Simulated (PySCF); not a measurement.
**C₄H₄N₂: a look at the electrons**

For C₄H₄N₂, the scripts below pull one bond apart with RHF, UHF and CASSCF and analyse its density (charges, bond critical points, surface potential).

Method: levels as typed in each script, gas phase, geometry from GFN2-xTB; program: PySCF 2.14.0.

1 further run of the same task is left out (it didn't finish).

### Step 1. Where the work starts

SMILES `c1cnccn1`, 10 atoms, charge 0, spin multiplicity 1.

Bond lengths: C1–C2 1.389 Å, C1–N6 1.325 Å, C1–H7 1.081 Å, C2–N3 1.323 Å, C2–H8 1.081 Å, N3–C4 1.325 Å, C4–C5 1.389 Å, C4–H9 1.081 Å, C5–N6 1.323 Å, C5–H10 1.081 Å. Angles: C2–C1–N6 121.4°, C2–C1–H7 122.2°, N6–C1–H7 116.4°, C1–C2–N3 121.5°, C1–C2–H8 122.2°, N3–C2–H8 116.3°, C2–N3–C4 117.0°, N3–C4–C5 121.4°, N3–C4–H9 116.4°, C5–C4–H9 122.2°, C4–C5–N6 121.5°, C4–C5–H10 122.2°, N6–C5–H10 116.3°, C1–N6–C5 117.0°.

Coordinates:

| atom | x (Å) | y (Å) | z (Å) |
| --- | --- | --- | --- |
| C1 | 1.1217 | 0.7066 | 0.0000 |
| C2 | 1.1365 | -0.6827 | 0.0000 |
| N3 | 0.0160 | -1.3859 | 0.0000 |
| C4 | -1.1217 | -0.7066 | 0.0000 |
| C5 | -1.1365 | 0.6827 | 0.0000 |
| N6 | -0.0160 | 1.3859 | 0.0000 |
| H7 | 2.0309 | 1.2920 | 0.0000 |
| H8 | 2.0579 | -1.2486 | 0.0000 |
| H9 | -2.0309 | -1.2920 | 0.0000 |
| H10 | -2.0579 | 1.2486 | 0.0000 |

### Step 2. Stretching a bond (cc-pvdz)

The input, input.py:

```python
import numpy as np
from pyscf import gto, scf, mcscf

mol = gto.M(atom='''
C      1.12172     0.70663     0.00000
C      1.13647    -0.68266     0.00000
N      0.01601    -1.38591     0.00000
C     -1.12172    -0.70663     0.00000
C     -1.13647     0.68266     0.00000
N     -0.01601     1.38591     0.00000
H      2.03092     1.29201     0.00000
H      2.05788    -1.24862     0.00000
H     -2.03092    -1.29201     0.00000
H     -2.05788     1.24862     0.00000
''', basis='cc-pvdz', charge=0, spin=0, verbose=4)
# stretch the bond between atoms 5 and 10, from long to short, fragments rigid
a, b, move = 4, 9, [9]
xyz = mol.atom_coords(unit='Angstrom')
u = xyz[b] - xyz[a]
r0 = np.linalg.norm(u)
rows, last, dm_u = [], None, None
for r in [3.0, 2.35, 1.93, 1.66, 1.44, 1.28, 1.18, 1.07, 0.98]:
    new = xyz.copy()
    new[move] += u / r0 * (r - r0)
    m = mol.set_geom_(new, unit='Angstrom', inplace=False)
    rhf = scf.RHF(m).density_fit(auxbasis='def2-universal-jkfit').run()
    uhf = scf.UHF(m).density_fit(auxbasis='def2-universal-jkfit').newton()
    if dm_u is None:
        c = rhf.mo_coeff
        h = m.nelectron // 2 - 1
        ca, cb = c.copy(), c.copy()
        ca[:, h], cb[:, h] = (c[:, h] + c[:, h + 1]) / 2**.5, (c[:, h] - c[:, h + 1]) / 2**.5
        dm_u = np.array([x[:, :h + 1] @ x[:, :h + 1].T for x in (ca, cb)])
    uhf.kernel(dm0=dm_u)
    for _ in range(3):
        c, _, stable, _ = uhf.stability(return_status=True)
        if stable:
            break
        uhf.kernel(c, uhf.mo_occ)
    dm_u = uhf.make_rdm1()
    mc = mcscf.CASSCF(rhf, 2, 2)
    mc.natorb = True
    mc.fix_spin_(ss=0)
    guess = mcscf.addons.make_natural_orbitals(uhf)[1] if last is None else mcscf.project_init_guess(mc, last.mo_coeff, last.mol)
    mc.kernel(guess)
    last = mc
    act = slice(mc.ncore, mc.ncore + mc.ncas)
    print('r %.3f  RHF %.6f  UHF %.6f  <S^2> %.3f  CASSCF %.6f  occupations' % (r, rhf.e_tot, uhf.e_tot, uhf.spin_square()[0], mc.e_tot), mc.mo_occ[act].round(4))
    rows.append((new, rhf.e_tot, uhf.e_tot, uhf.spin_square()[0], mc.e_tot, mc.mo_occ[act], mc.mo_coeff[:, act], dm_u[0] - dm_u[1], rhf.converged and uhf.converged and mc.converged))
    np.savez('result.npz', **{k: [row[i] for row in rows] for i, k in enumerate('xyz rhf uhf s2 cas occ c spin ok'.split())})
```

Launch:

```
$ OMP_NUM_THREADS=1 python input.py
```

### Step 4. Density, bond paths and surface potential (PBE0/def2-svpd)

The input, input.py:

```python
import numpy as np
from pyscf import gto, scf, dft
from pyscf.scf import atom_ks, atom_hf
from scipy.linalg import block_diag

def solve(mol, dm0=None, hcore=None):
    mf = (dft.UKS if mol.spin else dft.RKS)(mol, xc='pbe0')
    mf.grids.level = 3
    mf = mf.density_fit(auxbasis='def2-universal-jkfit')
    mf.conv_tol, mf.max_cycle = 1e-8, 80
    if hcore is not None:
        mf.get_hcore = lambda *args: hcore
    mf.kernel(dm0)
    if not mf.converged:
        mf = mf.newton().run(mf.mo_coeff, mf.mo_occ, max_cycle=30)
    assert mf.converged, 'SCF not converged'
    return mf

mol = gto.M(atom='''
C      1.12172     0.70663     0.00000
C      1.13647    -0.68266     0.00000
N      0.01601    -1.38591     0.00000
C     -1.12172    -0.70663     0.00000
C     -1.13647     0.68266     0.00000
N     -0.01601     1.38591     0.00000
H      2.03092     1.29201     0.00000
H      2.05788    -1.24862     0.00000
H     -2.03092    -1.29201     0.00000
H     -2.05788     1.24862     0.00000
''', basis='def2-svpd', charge=0, spin=0, verbose=4)
mf = solve(mol)
mf.analyze()
# spherically averaged free atoms, for the promolecule
atm = atom_ks.get_atm_nrks(mol, xc='pbe0')
pro = block_diag(*[(atm[a[0]][2] * atm[a[0]][3]) @ atm[a[0]][2].T for a in mol._atom])
np.savez('result.npz', e=mf.e_tot, c=mf.mo_coeff, occ=mf.mo_occ, eps=mf.mo_energy, pro=pro, dip=mf.dip_moment(verbose=0), s2=mf.spin_square()[0])
```

(Steps that only read results are left out.)

Q: Predict the outcome of this session. Wanted: dipole moment; HOMO, LUMO.

**Answer**, as computed:

| quantity | value |
| --- | --- |
| cost of the stretch to 3.0 Å, CASSCF and RHF (cc-pvdz) | 4.5 and 7.7 eV |
| dipole moment (PBE0/def2-svpd) | 0.00 D |
| HOMO, LUMO (PBE0/def2-svpd) | -7.30, -1.56 eV |

RHF rises too steeply at long distance, since it keeps both electrons in one orbital and so mixes in ionic fragments. At PBE0/def2-svpd: The highest Hirshfeld charge is on H7, H8, H9 and H10 (+0.05 e), the lowest on N3 and N6 (−0.14 e). All values hold at the given geometry, in the gas phase.
